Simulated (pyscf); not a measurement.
F–GeH₂• + NH₃ → H₂N–GeH₂• + HF, a four-centre exchange (doublet surface; F–Ge, H–N broken, Ge–N, F–H formed). PySCF, gas phase, ωB97X-D3(BJ)/def2-SVP geometries. Energies in kcal/mol from the separated reactants.

Small-basis levels: PySCF, no dispersion term, spherical d functions. GFN2-xTB: tblite. Open shells are spin-unrestricted. 

```json
[
 {"level": "HF/6-31G*+LANL2DZ", "barrier": "27.4", "reaction energy": "+19.7"},
 {"level": "MP2/6-31G*+LANL2DZ", "barrier": "15.5", "reaction energy": "+19.1"},
 {"level": "SVWN5/6-31G*+LANL2DZ", "barrier": "-7.9", "reaction energy": "+13.6"},
 {"level": "PBE/6-31G*+LANL2DZ", "barrier": "4.5", "reaction energy": "+16.3"},
 {"level": "B3LYP/6-31G*+LANL2DZ", "barrier": "11.9", "reaction energy": "+18.1"},
 {"level": "B3LYP/def2-SVP", "barrier": "9.9", "reaction energy": "+13.5"},
 {"level": "GFN2-xTB", "barrier": "16.7", "reaction energy": "+25.4"},
 {"level": "ωB97M-D3(BJ)/def2-TZVP", "barrier": "13.8", "reaction energy": "+12.0"}
]
```

Against the last row the barrier runs from -21.7 (SVWN5/6-31G*+LANL2DZ) to +13.6 kcal/mol (HF/6-31G*+LANL2DZ). At MP2/6-31G*+LANL2DZ, SVWN5/6-31G*+LANL2DZ, PBE/6-31G*+LANL2DZ, B3LYP/6-31G*+LANL2DZ, B3LYP/def2-SVP, GFN2-xTB this geometry lies under one side, so the entry may be no barrier of that level: it is a single point on another level's saddle. ωB97M-D3(BJ)/def2-TZVP has limits of its own. On the reactant side the descent ends in a complex, 5.2 kcal/mol under the separated species and 18.0 kcal/mol under the saddle at ωB97X-D3(BJ)/def2-TZVP. On the product side the descent ends in a bound adduct, 8.2 kcal/mol under the separated species and 9.9 kcal/mol under the saddle at ωB97X-D3(BJ)/def2-TZVP. One saddle was located; it need not be the lowest between these sides. In the def2 sets elements up to Kr have no core potential.
